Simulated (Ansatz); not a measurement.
## Worked example: correlation energy of GeH2⁺, doublet

Geometry: a point of a breathe scan, not a stationary point.

```yaml
atoms:
  - { symbol: Ge, position_ang: [0.0000, -0.0271, 0.0000] }
  - { symbol: H, position_ang: [0.0000, 0.9782, -1.7737] }
  - { symbol: H, position_ang: [0.0000, 0.9782, 1.7737] }
```

Basis aug-cc-pVDZ; Ansatz 0.2.0. Only valence electrons are correlated (noble-gas cores and the filled d shells of p-block atoms frozen), which leaves 5 electrons in 40 orbitals. Prefix R: restricted or restricted open-shell reference. No spin–orbit coupling is included, and no scalar relativity.

Full CI is exact within this basis and frozen core; it isn't the basis-set limit.

Runs differ by some tens of microhartree through their thresholds and, for an open shell, their frozen cores, so steps under 0.03 kcal/mol mean nothing.

```csv
level,total energy (hartree)
RHF,-2076.065776
RMP2,-2076.142710
RCCSD,-2076.173091
RCCSD(T),-2076.176675
RCCSDT,-2076.178154
RCCSDT(Q),-2076.178249
full CI,-2076.178264
```

Question: What is the correlation energy at full CI, and what share of it do RMP2 and RCCSD(T) recover?

Answer: E(corr) = -2076.178264 − (-2076.065776) = -0.112488 hartree = -3.061 eV. RMP2: -0.076934 / -0.112488 = 68.39 %. RCCSD(T): -0.110899 / -0.112488 = 98.59 %.

Question: By how many kcal/mol does RCCSD(T) miss full CI (1 hartree = 627.509 kcal/mol), and which steps make up the rest?

Answer: -2076.176675 − (-2076.178264) = 0.001589 hartree = 1.00 kcal/mol. Steps: RCCSDT − RCCSD(T) = -0.93, RCCSDT(Q) − RCCSDT = -0.06, full CI − RCCSDT(Q) = -0.01 kcal/mol. Differences between like states or geometries often cancel part of this.
